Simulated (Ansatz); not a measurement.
Isolated molecules relaxed with PBE0-D4/def2-TZVP in Ansatz; ΔE leaves out vibrations. CCSD(T)/CBS is the MP2 limit (def2-TZVPP, def2-QZVPP) plus CCSD(T) − MP2 in def2-TZVPP, frozen cores. This one scheme is used for every species. Functionals use def2-TZVPP. Each species was taken in one conformer, which may not be the lowest.

Reaction (formal hydrolysis of a B–Si bond): `[SiH3]B[SiH3]` + H₂O → `OB[SiH3]` + SiH₄

```csv
species,BLYP-D4 energy (Eh)
`[SiH3]B[SiH3]`,-607.98823
H₂O,-76.44924
`OB[SiH3]`,-392.61945
SiH₄,-291.87864
```

Question: Work out ΔE.

Answer: ΔE = (-392.61945) + (-291.87864) − (-607.98823) − (-76.44924) = -0.06062 Eh = -159.2 kJ/mol. CCSD(T)/CBS gives -150.2 kJ/mol.

Largest T1 diagnostic among the species: 0.014.

The D4 term adds +5.4 kJ/mol with B3LYP and +3.1 kJ/mol with PBE0; it sums over pairs of atoms, weighted by their polarisabilities, and B3LYP, whose exchange is more repulsive, gets the larger term. At CCSD(T), def2-SVP lies −33.6 kJ/mol from the extrapolated value and def2-TZVPP −5.9 kJ/mol. In def2-TZVPP, CCSD(T) changes the Hartree–Fock value by +11.1 kJ/mol (the triples alone add −0.2 kJ/mol) and MP2 by +6.4 kJ/mol.

B3LYP here is the variant with VWN-RPA as its local correlation; programs differ in this.
